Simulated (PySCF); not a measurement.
Species: PS4 (charge -3).
Cartesian coordinates in Å at the PBE0-D3(BJ)/def2-SVP level; atoms count from 1:
```
atom  x, y, z in Å
S1     0.090   -0.289    2.138
P2     0.031    0.060    0.066
S3    -0.187    2.121   -0.291
S4     1.817   -0.622   -0.809
S5    -1.598   -0.967   -0.776
```

Jobs on this species (5 atoms, 82 electrons) with PySCF (density fitting). Hardware of each: one thread of an Arm Neoverse V2, shared host. Times come from a shared host and carry two figures at best. Peak memory is the resident size of the whole Python process, interpreter and libraries included.

```csv
level and settings,work,basis functions,SCF cycles,wall time,peak memory
"PBE0-D3(BJ)/def2-SVP, grid level 1",geometry optimisation from a GFN2-xTB start shaken at random,90,?,?,?
WP04/pcSseg-2,shieldings,215,?,?,?
BHandHLYP/pcSseg-2,shieldings,215,?,?,?
PBE0/6-31G,"shieldings, charges and field gradients",65,11,3.9 s,0.49 GiB
LC-wPBE/pcSseg-2,shieldings,215,14,23 s,1.0 GiB
B97-2/pcSseg-2,shieldings,215,12,13 s,1.1 GiB
"PBE0/6-311+G(2d,p)","shieldings, charges and field gradients",175,14,12 s,0.99 GiB
PBE0/def2-SVP,"shieldings, charges and field gradients",90,12,4.0 s,0.51 GiB
wB97X-D/pcSseg-2,shieldings,215,14,20 s,1.2 GiB
```

**Question.** Fill in the missing figures.

**Answer.** 
- PBE0-D3(BJ)/def2-SVP, grid level 1; geometry optimisation from a GFN2-xTB start shaken at random: 7.7 s, 0.38 GiB, 20 SCF cycles
- WP04/pcSseg-2; shieldings: 13 s, 1.1 GiB, 12 SCF cycles
- BHandHLYP/pcSseg-2; shieldings: 13 s, 1.1 GiB, 12 SCF cycles

**Question.** What do all jobs in the table cost together?

**Answer.** About 1.8 min; the longest takes about 21 % of that, and about 5.9 times as long as the shortest.
